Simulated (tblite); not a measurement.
# C2H3O: the cost of one run

Programs: tblite 0.8.0 and PySCF 2.14.0. All values are calculated, for the isolated system unless a continuum is named. Atoms count from 0, parts from 1.

## Step 1: Starting point

6 atoms, charge -1, multiplicity 1; geometry: rigid parts in contact. Parts: 1 = atoms 0–2, `[C-]#C`, charge -1; 2 = atoms 3–5, `O`, charge 0.

## Step 2: Docking the parts with GFN2-xTB

The job: settings as JSON, then the geometry in Å.

```
{"job": {"kind": "dock", "xc": "GFN2-xTB", "basis": "xTB"}, "charge": -1, "multiplicity": 1, "parts": [{"atoms": "0-2", "charge": -1, "multiplicity": 1}, {"atoms": "3-5", "charge": 0, "multiplicity": 1}]}
C     -0.036328     0.002001     0.000041
C      1.188257    -0.058189    -0.001963
H     -1.151929     0.056189     0.001922
O      1.041645    -0.773252    -2.935809
H      1.941118    -0.564919    -3.195885
H      0.986034    -0.654688    -1.985593
```

Level: GFN2-xTB search for minima from random contacts, gas phase.

The run is started by

```sh
OMP_NUM_THREADS=1 python cluster_run.py task.json out
```

This one command runs all jobs of the session in turn.

Q: Estimate the wall time of this first job on 1 thread of Arm Neoverse N1, shared host.

About 1.1 s.
